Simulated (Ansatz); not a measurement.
Input file:

```yaml
crystal:
  periodic: [false, false, false]
  atoms:
    - {symbol: Si, position_ang: [0.000000, 0.000000, 0.000000]}
    - {symbol: N, position_ang: [0.000000, 0.000000, 6.183000]}
basis:
  gaussian: {orbitals: 6-31G}
total_charge: 1
magnetization: {spin_polarized: true, initial_magnetization: 2}
correlation: {method: ccsdtq, electrons: outside_noble_gas}
```

```sh
$ ansatz run in.yaml --threads 1 --pin off --events-out ev --progress --plain --max-ram 2393MiB
```

The program prints:

```
420 factors; integrals over basis functions are off by at most 6.5e-8 eV
mean field evaluation 1: about -9313.4621 eV, gradient 2.8e1 eV
mean field evaluation 2: about -9313.5463 eV, gradient 2.7e1 eV
mean field evaluation 4: about -9314.3408 eV, gradient 2.4e1 eV
mean field evaluation 8: about -9330.1266 eV, gradient 1.4e1 eV
mean field evaluation 16: about -9331.6584 eV, gradient 3.9e-1 eV
mean field evaluation 32: about -9331.6602 eV, gradient 8.4e-2 eV
mean field evaluation 64: about -9331.6603 eV, gradient 1.2e-5 eV
mean field evaluation 96: about -9331.6597 eV, gradient 3.4e-7 eV
mean field evaluation 128: about -9331.6600 eV, gradient 4.0e-3 eV
mean field evaluation 160: about -9327.2561 eV, gradient 7.9e0 eV
...
mean field -9331.66028659 eV, -342.9321903055 hartree, gradient 8.4e-7 eV, S^2 3.004630; 16 other end points of the search recorded, 0 dependent functions left out
determinant -9331.66028659 eV, -342.9321903055 hartree, with singles and doubles -9333.40869982 eV, -342.9964433066 hartree
determinant -9331.65968900 eV, -342.9321683446 hartree, with singles and doubles -9333.40810781 eV, -342.9964215509 hartree
determinant -9329.66597237 eV, -342.8589006099 hartree, with singles and doubles -9328.09878941 eV, -342.8013076985 hartree
determinant -9329.66543449 eV, -342.8588808431 hartree, with singles and doubles -9328.08910053 eV, -342.8009516388 hartree
determinant -9329.66531841 eV, -342.8588765771 hartree, with singles and doubles -9328.09916224 eV, -342.8013213995 hartree
determinant -9329.66530720 eV, -342.8588761654 hartree, with singles and doubles -9328.10021521 eV, -342.8013600956 hartree
determinant -9329.66486250 eV, -342.8588598230 hartree, with singles and doubles -9328.10382597 eV, -342.8014927887 hartree
determinant -9331.66028659 eV, -342.9321903055 hartree, with singles and doubles -9333.40879743 eV, -342.9964468937 hartree
determinant -9331.65968900 eV, -342.9321683446 hartree, with singles and doubles -9333.40821630 eV, -342.9964255376 hartree
6 core orbitals not correlated: weight in the atoms' cores, before any rotation towards them, 1.000 or more for the frozen orbitals, at most 0.000 for the correlated occupied ones
reference -9331.66028659 eV, -342.9321903055 hartree; 5, 3 occupied and 11, 13 virtual orbitals, 420 factors
second order -1.21270261 eV of doubles, -0.00000000 eV of singles
...
cycle   9  -1.75609671 eV  change    4.0e-6 eV  update   2.7e-6
cycle  10  -1.75609628 eV  change    4.3e-7 eV  update   1.4e-6
cycle  11  -1.75609597 eV  change    3.1e-7 eV  update   1.3e-6
cycle  12  -1.75609629 eV  change   -3.2e-7 eV  update   1.6e-6
cycle  13  -1.75609634 eV  change   -5.0e-8 eV  update   3.1e-6
cycle  14  -1.75609636 eV  change   -1.6e-8 eV  update   3.1e-6
cycle  15  -1.75609633 eV  change    3.3e-8 eV  update   5.5e-6
cycle  16  -1.75609631 eV  change    2.0e-8 eV  update   9.9e-6
cycle  17  -1.75609632 eV  change   -1.5e-8 eV  update   3.9e-6
cycle  18  -1.75609634 eV  change   -1.7e-8 eV  update   1.0e-6
Total energy: -9333.41638292 eV, -342.9967256555 hartree
```

The determinant's ⟨S²⟩ is 3.00 against 2.00 for a pure state.

For the same geometry and basis full CI lies 2.2 meV higher. By full CI's occupations no single determinant describes the state well. The determinant has the irrep A2, whose lowest full-CI state lies within 3 meV of the B1 state that serves as the reference.

Ran on 1 thread of Arm Neoverse V1, shared host: 22 s wall, 0.23 GiB peak host memory.
